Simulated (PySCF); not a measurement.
**Gas-phase XPS of thioacrolein, computed**

Species: thioacrolein, C₃H₄S.
Numbering: `[CH2:1]=[CH:2][CH:3]=[S:4]`

Method: PySCF 2.14.0, delta-SCF UKS SCAN, pcX-2 on the ionised atom, pcseg-1 elsewhere, spin-free X2C. Vertical ΔSCF values, vacuum level as zero.

Problem. List the computed XPS lines with their assignment.

Solution. 
```json
{"atom(s)": "S4", "bonded to": "C (double bond)", "level": "S 1s", "binding energy (eV)": "2476.36", "above the level's lowest (eV)": "0.00", "count": "1"}
{"atom(s)": "C2", "bonded to": "C (double bond), C and H", "level": "C 1s", "binding energy (eV)": "291.31", "above the level's lowest (eV)": "+0.40", "count": "1"}
{"atom(s)": "C1", "bonded to": "C (double bond) and 2 H", "level": "C 1s", "binding energy (eV)": "290.91", "above the level's lowest (eV)": "0.00", "count": "1"}
```

Lowest listed C 1s: C1, bonded to C (double bond) and 2 H. Highest, 0.40 eV above it: C2, bonded to C (double bond), C and H.

Problem. What is the longest wavelength that can ionise C 1s of C2 vertically?

Solution. λ = hc/E = 12398.42 eV Å / 291.31 eV = 42.561 Å.

The list is incomplete; no value stands for C 1s of C3 (hole states with ⟨S²⟩ of 1 or more are left out). Spin contamination (⟨S²⟩ against 0.75 for a pure doublet) is marked for C 1s of C1 (0.89) and C 1s of C2 (0.92), which makes these values less certain. One conformer (not necessarily the lowest) at the PBE0-D3(BJ)/def2-SVP geometry, without solvent, vibrations or thermal averaging.

The run took 22 s wall on Arm Neoverse V1, one thread, shared host.

Conformer computed: `[CH2:1]=[CH:2][CH:3]=[S:4]`: C1–C2–C3–S4 180°.
